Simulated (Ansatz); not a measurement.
Saddle point of SiNH9O, singlet (SiH₄ + H₂O + NH₃ → SiNH₅ ([NH2][SiH3]) + H₂O + H₂; bonds formed: Si1–N7, H2–H8, H6–O9; bonds broken: Si1–H2, H6–N7, H8–O9), PBE0-D4/def2-TZVP structure:

| atom | x (Å) | y (Å) | z (Å) |
| --- | --- | --- | --- |
| Si1 | -1.1991 | -0.4452 | 0.0227 |
| H2 | -0.1751 | 0.1575 | -1.4423 |
| H3 | -0.7494 | -1.7781 | -0.4489 |
| H4 | -1.9343 | -0.8239 | 1.2971 |
| H5 | -2.2669 | 0.2767 | -0.7131 |
| H6 | 1.1240 | 0.3605 | 0.3299 |
| N7 | 0.0900 | 0.5400 | 0.9252 |
| H8 | 0.8179 | 0.1672 | -1.2581 |
| O9 | 1.9074 | 0.2657 | -0.6916 |
| H10 | -0.0975 | 1.5357 | 0.8454 |
| H11 | 0.1022 | 0.3099 | 1.9135 |
| H12 | 2.3807 | -0.5659 | -0.7798 |

Energies are electronic, without zero-point energy. Barriers and step energies count from the start structure reached by relaxing down the imaginary mode; all methods use the PBE0-D4 structures, on which another method's saddle can fall below an end. Ansatz 0.2.0; basis: def2-TZVPP, with def2-QZVPP for the basis limit; cores frozen in the correlated methods. B3LYP uses VWN-RPA correlation. Extrapolation: Hartree–Fock as exp(−7.88 √X), correlation as X^−2.97.

| method | barrier (kJ/mol) | step energy (kJ/mol) |
| --- | --- | --- |
| SPW92 | 68.6 | -12.7 |
| PBE-D4 | 120.5 | -15.8 |
| BLYP-D4 | 141.5 | -20.3 |
| r2SCAN-D4 | 132.8 | -19.9 |
| B97M-V | 156.4 | -11.8 |
| PBE0-D4 | ? | -15.1 |
| B3LYP-D4 | 157.0 | -18.9 |
| r2SCAN0-D4 | 149.2 | -18.3 |
| BHLYP-D4 | ? | -17.4 |
| CAM-B3LYP-D4 | 160.4 | -18.8 |
| wB97X-V | ? | -17.1 |
| wB97M-V | 166.8 | -16.6 |
| B2PLYP | 168.2 | -20.2 |
| PBE-QIDH | 159.0 | -18.2 |
| RPA on PBE | 176.6 | -15.8 |
| HF | 257.9 | -15.3 |
| MP2 | 164.0 | -24.0 |
| CCSD | 189.3 | -15.4 |
| CCSD(T) | 175.4 | -16.8 |

**Question.** Fill in the withheld barriers. (To be estimated.)

**Answer.** Computed: PBE0-D4 141.7; wB97X-V 166.7; BHLYP-D4 183.6 kJ/mol. Each is the energy of the saddle less that of the start structure, by the same method.

For comparison, the barrier by CCSD(T) at an estimated basis limit (MP2 extrapolated from triple and quadruple zeta, plus CCSD(T) − MP2 in triple zeta) is 172.9 kJ/mol.

No T1 diagnostic of these runs exceeds 0.012.

Labels in which every atom is bracketed show which atoms are joined, not bond orders.

For scale, one of the runs: CCSD(T)/def2-TZVPP, 230 basis functions, launched by `ansatz run in.yaml --threads 4 --pin off --events-out ev --progress --plain --max-ram 9574MiB`. Hardware: 4 CPU threads of an Intel Xeon, shared host. Wall time 110 s; peak host memory 3.9 GiB.
